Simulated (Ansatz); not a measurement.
**A rate constant, worked out**

An elementary step of CH₆SSi, singlet (CH₆SSi ([CH3][SiH2][SH]) → SiH₂S ([SiH2][S]) + CH₄; Si–C, S–H broken or loosened, C–H formed or tightened). The start structure is the reactant molecule, and the electronic barrier above it is 2.456 eV by CCSD(T) at an estimated basis limit (MP2 extrapolated from triple and quadruple zeta, plus CCSD(T) − MP2 in triple zeta). Computed with Ansatz 0.2.0 (basis: def2-TZVPP and def2-QZVPP); correlated methods freeze the cores. Extrapolation: Hartree–Fock as exp(−7.88 √X), correlation as X^−2.97. Harmonic wavenumbers at PBE0-D4/def2-TZVP (Ansatz 0.2.0), in cm⁻¹:

Start: 161, 167, 207, 463, 499, 595, 691, 733, 815, 885, 905, 942, 1276, 1444, 1448, 2216, 2234, 2708, 3050, 3133, 3146.

Saddle: 1254i, 78, 331, 413, 519, 563, 633, 656, 816, 889, 981, 1058, 1228, 1423, 1434, 1758, 2210, 2212, 3043, 3112, 3192.

Problem. Work out the transition-state-theory rate constant at 500 K from these numbers alone (harmonic vibrations; rotation, path degeneracy and anharmonicity left out), and the Wigner tunnelling factor. Use 1 cm⁻¹ = 1.2398 × 10⁻⁴ eV and k_B = 8.617 × 10⁻⁵ eV/K.

Solution. Zero-point energies, half the sums: start 27718/2 cm⁻¹ = 1.7183 eV; saddle, real modes only, 26549/2 cm⁻¹ = 1.6458 eV.
Barrier with zero-point energy: 2.456 + 1.6458 − 1.7183 = 2.3835 eV.
k_BT = 0.04309 eV, so the barrier is 55.32 k_BT.
Vibrational partition functions from the zero-point level, ln q = −Σ ln(1 − exp(−hν/k_BT)): start 4.200, saddle 3.635.
k = (k_BT/h) exp(ln q‡ − ln q) exp(−E0/k_BT), with log₁₀(k_BT/h in s⁻¹) = 13.02: log₁₀ k = 13.02 + (-0.565 − 55.32)/2.3026 = -11.25, so k ≈ 6 × 10^(-12) s⁻¹.
Wigner factor: 1 + (hν‡/k_BT)²/24 = 1 + (3.61)²/24 = 1.54. A change of 1 kcal/mol (0.043 eV) in the barrier would change k by a factor of 2.7 at this temperature.

The T1 diagnostic stays at or below 0.017.

Labels in which every atom is bracketed show which atoms are joined, not bond orders.

For scale, one of the runs: CCSD(T)/def2-TZVPP, 199 basis functions, launched by `ansatz run in.yaml --threads 2 --pin off --events-out ev --progress --plain --max-ram 4352MiB`. The run took 45 s on 2 CPU threads of an Arm Neoverse V1 (shared host), with 2.2 GiB of host memory at its peak.
